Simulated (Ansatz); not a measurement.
## Low-lying states of C2H2O

Program: Ansatz, Gaussian basis, development build. State-averaged CASSCF with equal weights; occupations are averaged over the states; levels count from the state that is lowest in CASSCF. CASSCF levels without dynamic correlation can be off by over 1 eV. Solutions may break the symmetry of the shape. The lowest solution met needn't be the lowest there is, nor hold the orbitals that a chemist would pick.

Geometry:

```xyz
5

C     0.0126   -0.0010   -1.2038
C    -0.0055   -0.0090    0.0819
H     0.0116    0.9491   -1.7659
H    -0.0103   -0.9361   -1.7701
O    -0.0126   -0.0128    1.2874
```

Basis cc-pVTZ, nonrelativistic, 3 orbitals frozen in the corrections; active space CAS(6,5). Averaged: 1 triplet, 1 quintet.

**Question.** Give the levels in order, with their spins.

**Answer.** 

| state | CASSCF (eV) |
| --- | --- |
| triplet | 0.000 |
| quintet | 8.050 |

Occupations: 1.92, 1.49, 1.04, 1.01, 0.54.
